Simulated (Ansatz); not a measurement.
System: fcc Ca. Method: r²SCAN+rVV10 (PAW; Ansatz, a quantum-chemistry and plane-wave program).

Numerical settings: plane-wave cutoff 560 eV, 18×18×18 k mesh, Fermi–Dirac smearing 0.05 eV, scalar-relativistic PAW data made under PBE.

Pressure at four volumes; x = ln(V/42.656 Å³). One pressure is withheld.

| V (Å³/atom) | x | P (GPa) |
|---|---|---|
| 40.097 | -0.0619 | ? |
| 40.950 | -0.0408 | 0.801 |
| 42.656 | 0.0000 | 0.005 |
| 45.215 | 0.0583 | -0.963 |

Problem. Pass a parabola P(x) through the three rows shown, estimate the bulk modulus and its pressure derivative near zero pressure, and predict the withheld pressure.

Solution. Slopes between the rows: (0.005 − (0.801))/(0.0000 − (-0.0408)) = -19.51 and (-0.963 − (0.005))/(0.0583 − (0.0000)) = -16.60 GPa. Their difference over the span 0.0991 is c = 2.91/0.0991 = 29.4 GPa, so P(x) = 0.801 + (-19.51)(x − (-0.0408)) + 29.4 (x − (-0.0408))(x − (0.0000)). At the middle row B = −dP/dx = −[-19.51 + 29.4 × 0.0408] = 18.3 GPa, and B′ = dB/dP = 2c/B = 3.2. At x = -0.0619 the parabola gives 1.251 GPa; the run gives 1.252 GPa. The Birch–Murnaghan fit to the energies at all volumes has B0 = 18.2 GPa and B′ = 3.2.

Measured, for comparison: bulk modulus 18.6 GPa (corrected for temperature and zero-point phonon effects, our sources range from 15.9 to 18.7; as tabulated in Levämäki et al. (2014), arXiv:1402.3671). Computed (rounded) less measured: bulk modulus not scored (sources differ).
